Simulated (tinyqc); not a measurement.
Inside a calculation (part 2 of 2). Method: RKS/exchange-only LDA in the sto-3g basis, for H2O, spin multiplicity 1. Computed by tinyqc, a small Python program that keeps every step (integrals from PySCF). Command: `OMP_NUM_THREADS=1 python tinyqc.py 21731 21732 out.jsonl` (the two numbers bound the seeds that draw the settings). One thread of a shared host (Intel(R) Xeon(R) Processor @ 2.60GHz), about 0.5 s of CPU time with the checks.

Geometry (angstrom):

| atom | x | y | z |
|---|---|---|---|
| O | 0.000000 | 0.000000 | 0.000000 |
| H | 0.000000 | 0.764000 | 0.507000 |
| H | 0.000000 | -0.764000 | 0.507000 |

## Iteration 2: diagonalisation and new density

Kohn-Sham matrix F (hartree):
```
             1O 1s      1O 2s     1O 2px     1O 2py     1O 2pz      2H 1s      3H 1s
1O 1s   -18.434280  -4.787926   0.000000   0.000000  -0.024831  -1.211533  -1.211533
1O 2s    -4.787926  -2.005871   0.000000   0.000000  -0.172166  -0.828042  -0.828042
1O 2px    0.000000   0.000000  -0.127483   0.000000   0.000000   0.000000   0.000000
1O 2py    0.000000   0.000000   0.000000  -0.304086   0.000000  -0.262000   0.262000
1O 2pz   -0.024831  -0.172166   0.000000   0.000000  -0.214015  -0.223033  -0.223033
2H 1s    -1.211533  -0.828042   0.000000  -0.262000  -0.223033  -0.410441  -0.313523
3H 1s    -1.211533  -0.828042   0.000000   0.262000  -0.223033  -0.313523  -0.410441
```

X:
```
            1O 1s      1O 2s    1O 2px     1O 2py     1O 2pz      2H 1s      3H 1s
1O 1s    1.024392  -0.145846  0.000000   0.000000  -0.010144   0.023035   0.023035
1O 2s   -0.145846   1.285560  0.000000   0.000000   0.115992  -0.325998  -0.325998
1O 2px   0.000000   0.000000  1.000000   0.000000   0.000000   0.000000   0.000000
1O 2py   0.000000   0.000000  0.000000   1.141179   0.000000  -0.262106   0.262106
1O 2pz  -0.010144   0.115992  0.000000   0.000000   1.051035  -0.143890  -0.143890
2H 1s    0.023035  -0.325998  0.000000  -0.262106  -0.143890   1.240479  -0.091312
3H 1s    0.023035  -0.325998  0.000000   0.262106  -0.143890  -0.091312   1.240479
```

Diagonalise F' = X^T F X, C = X C', fill 5 alpha and 5 beta electrons from the bottom; D = 2 C_occ C_occ^T. Each column has its largest component positive (the first on a tie).

F' = X^T F X (hartree):
```
            1          2          3          4          5          6          7
1  -18.060346  -2.576750   0.000000   0.000000  -0.036472  -0.207552  -0.207552
2   -2.576750  -0.927580   0.000000   0.000000  -0.037676  -0.382990  -0.382990
3    0.000000   0.000000  -0.127483   0.000000   0.000000   0.000000   0.000000
4    0.000000   0.000000   0.000000  -0.095858   0.000000  -0.309403   0.309403
5   -0.036472  -0.037676   0.000000   0.000000  -0.142334  -0.179689  -0.179689
6   -0.207552  -0.382990   0.000000  -0.309403  -0.179689   0.056610  -0.095535
7   -0.207552  -0.382990   0.000000   0.309403  -0.179689  -0.095535   0.056610
```

orbital energies (hartree): MO1 -18.447027, MO2 -0.882215, MO3 -0.426650, MO4 -0.191381, MO5 -0.127483, MO6 0.351438, MO7 0.482937

coefficients C:
```
              MO1        MO2        MO3        MO4       MO5        MO6        MO7
1O 1s    0.992509  -0.235435   0.000000   0.105341  0.000000  -0.142173   0.000000
1O 2s    0.034594   0.830495   0.000000  -0.499963  0.000000   0.979314   0.000000
1O 2px   0.000000   0.000000   0.000000   0.000000  1.000000   0.000000   0.000000
1O 2py   0.000000   0.000000   0.686784   0.000000  0.000000   0.000000   0.983878
1O 2pz   0.005503   0.215471   0.000000   0.849980  0.000000   0.625073   0.000000
2H 1s   -0.008874   0.139802   0.358824   0.178437  0.000000  -0.858102  -0.909274
3H 1s   -0.008874   0.139802  -0.358824   0.178437  0.000000  -0.858102   0.909274
```

D after iteration 2:
```
            1O 1s      1O 2s    1O 2px     1O 2py     1O 2pz      2H 1s      3H 1s
1O 1s    2.103201  -0.427720  0.000000   0.000000   0.088540  -0.045851  -0.045851
1O 2s   -0.427720   1.881765  0.000000   0.000000  -0.491642   0.053172   0.053172
1O 2px   0.000000   0.000000  2.000000   0.000000   0.000000   0.000000   0.000000
1O 2py   0.000000   0.000000  0.000000   0.943344   0.000000   0.492869  -0.492869
1O 2pz   0.088540  -0.491642  0.000000   0.000000   1.537849   0.363484   0.363484
2H 1s   -0.045851   0.053172  0.000000   0.492869   0.363484   0.360435  -0.154584
3H 1s   -0.045851   0.053172  0.000000  -0.492869   0.363484  -0.154584   0.360435
```

## Convergence

Stop when the energy changes by less than 1e-09 hartree and every element of the error matrix X^T (F D S - S D F) X is below 9e-06.

Course of the cycle:

| iteration | E (hartree) | change | largest element of the error matrix |
|---|---|---|---|
| 1 | -73.84825047 | - | 3.68e-01 |
| 2 | -73.99421867 | -1.46e-01 | 2.26e-01 |
| 3 | -74.00910280 | -1.49e-02 | 2.01e-01 |
| 4 | -74.01721902 | -8.12e-03 | 1.76e-01 |
| 5 | -74.02586709 | -8.65e-03 | 1.60e-01 |
| 6 | -74.03100749 | -5.14e-03 | 1.42e-01 |
| 7 | -74.03630994 | -5.30e-03 | 1.29e-01 |
| 8 | -74.03965430 | -3.34e-03 | 1.15e-01 |
| 9 | -74.04299026 | -3.34e-03 | 1.04e-01 |
| 10 | -74.04519885 | -2.21e-03 | 9.36e-02 |
| 11 | -74.04733468 | -2.14e-03 | 8.50e-02 |
| 12 | -74.04880567 | -1.47e-03 | 7.63e-02 |
| 13 | -74.05018984 | -1.38e-03 | 6.92e-02 |
| 14 | -74.05117426 | -9.84e-04 | 6.23e-02 |
| ... | ... | ... | ... |
| 46 | -74.05585250 | -1.67e-06 | 2.51e-03 |
| 47 | -74.05585387 | -1.37e-06 | 2.27e-03 |
| 48 | -74.05585499 | -1.12e-06 | 2.06e-03 |
| 49 | -74.05585591 | -9.19e-07 | 1.86e-03 |
| 50 | -74.05585666 | -7.49e-07 | 1.68e-03 |
| 51 | -74.05585727 | -6.15e-07 | 1.52e-03 |
| 52 | -74.05585778 | -5.02e-07 | 1.38e-03 |
| 53 | -74.05585819 | -4.12e-07 | 1.25e-03 |
| 54 | -74.05585853 | -3.36e-07 | 1.13e-03 |
| 55 | -74.05585880 | -2.76e-07 | 1.02e-03 |
| 56 | -74.05585903 | -2.25e-07 | 9.22e-04 |
| 57 | -74.05585921 | -1.85e-07 | 8.34e-04 |
| 58 | -74.05585936 | -1.51e-07 | 7.55e-04 |
| 59 | -74.05585948 | -1.24e-07 | 6.83e-04 |

PySCF RKS in the same basis, fine grid = -74.03763038 hartree

Not converged within the cap of 59 iterations: the residual falls steadily but slowly, by a factor of about 0.90 a step. Reruns (cap 100 unless said): DIIS 8: converged in 7; damping 0.5: converged in 29; level shift 0.5: converged in 14; atomic densities as start, DIIS 8: converged in 7; the original settings with a cap of 400: converged in 102.
